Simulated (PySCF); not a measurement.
# The bond of LiO+, level by level

What are the lowest state that PBE0 finds, the bond length, vibrational wavenumber and bond energy of LiO+, and how much do these hang on the method?

Method: Li STO-3G, O STO-3G, no relativity; program: PySCF 2.14.0.

### Step 1. Input

A driver script around PySCF takes these settings:

```json
{
  "atoms": "Li, O",
  "charge": "1",
  "basis": "Li STO-3G, O STO-3G",
  "Hamiltonian": "no relativity",
  "basis functions": "10",
  "electrons treated": "10",
  "masses in u": "7.0160, 15.9949",
  "levels": "PBE0, PBE, r²SCAN, r²SCAN0, M06, r²SCANh, CAM-B3LYP, HF, MP2, SCS-MP2, CCSD, CCSD(T)",
  "grid": "80 radial by 434 angular points",
  "occupations": "held fixed by the projection of orbital angular momentum",
  "dissociation limit": "Li+ + O, each in its ground configuration",
  "starting distance in angstrom": "1.985",
  "values of 2S to try": "0, 2"
}
```

The runs that follow: PBE0 along the bond; Higher solutions at PBE0; PBE; r²SCAN (meta-GGA); r²SCAN0; M06 (hybrid meta-GGA); r²SCANh (hybrid meta-GGA); CAM-B3LYP; UHF; Adding correlation.

**Question.** What will these runs give? Wanted: for each run, Re; ωe; De; μ.

The runs gave:

Lowest PBE0 solution found, without spin–orbit coupling: ³Σ⁻ (triplet), unpaired electrons π ↑↑. State 2 has its PBE0 minimum 0.69 eV higher. State 3 has its PBE0 minimum 0.92 eV higher, as a spin-mixed determinant (⟨S²⟩ = 1.00), so this is no gap between pure states. State 4 has its PBE0 minimum 1.60 eV higher, as a spin-mixed determinant (⟨S²⟩ = 1.00), so this is no gap between pure states. The other levels ran on the lowest alone.

```csv
level,Re (Å),ωe (cm⁻¹),De (eV),μ (D)
UHF,2.024,484,1.51,-5.84
UHF-MP2,2.018,498,n/a,n/a
UHF-SCS-MP2,2.019,499,1.64,n/a
UHF-CCSD,2.019,503,n/a,n/a
UHF-CCSD(T),2.018,503,n/a,n/a
PBE,2.075,441,1.94,-5.60
r²SCAN,2.072,444,1.67,-5.76
r²SCANh,2.063,449,1.65,-5.77
PBE0,2.050,456,1.76,-5.69
r²SCAN0,2.050,457,1.61,-5.78
M06,2.048,455,1.68,-5.74
CAM-B3LYP,2.034,468,1.89,-5.60
```

De is counted to Li+ + O in their ground configurations. A positive dipole points from Li to O; in an ion it is taken about the centre of mass and does not tell which atom is negative.

Bond lengths run from 2.018 Å (UHF-MP2) to 2.075 Å (PBE). CCSD(T) can't serve as the judge here: for a weak bond in this basis it is far from its limit. Among the levels with a De in the table, it runs from 1.51 eV (UHF) to 1.94 eV (PBE).

Correlated steps freeze 1 core orbital. The basis is very small, so these numbers show the basis as much as the molecule.
